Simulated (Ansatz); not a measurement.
Other spins and charges of CH2⁻, doublet at one geometry

Geometry (PBE0/def2-TZVPD stationary point for this spin, not checked as a minimum):

```csv
atom,x (Å),y (Å),z (Å)
C,0.0000,-0.1029,0.0000
H,0.0000,0.6132,-0.8679
H,0.0000,0.6132,0.8679
```

Basis aug-cc-pVTZ; Ansatz 0.2.0. Only valence electrons are correlated (noble-gas cores frozen). Prefix R: restricted or restricted open-shell reference; prefix U: unrestricted. Active spaces: valence = (7e, 6o) chosen from the atoms' valence shells.

Gaps are energies of the second state less the first, at fixed atoms, for a selection of the levels run; each method lands on the state that its own search finds for that charge and spin.

The highest occupied Kohn–Sham level of the anion is positive, up to +0.98 eV, so in those functionals the extra electron is held by the basis alone, which enters their differences from the reference.

Removing an electron, to the triplet: 1.085 eV at UCCSDT(Q).

```csv
level,gap (eV),error (meV)
UMP2,1.015,-70
RCCSD,0.955,-130
UCCSD,0.956,-129
BCCD(T),1.072,-13
UCCSDT,1.076,-9
RCCSDT(Q),1.084,-1
CASSCF (valence space),-0.530,-1615
NEVPT2 (valence space),0.747,-338
r2SCAN,1.003,-82
PBE0,1.039,-46
```

Wrong sign: CASSCF (valence space).

Full CI isn't at hand for all of this; UCCSDT(Q) serves as the reference, and is uncertain by the last step of the cluster series or more. The frozen core follows each run's orbitals, which can shift R against U totals by a few meV.
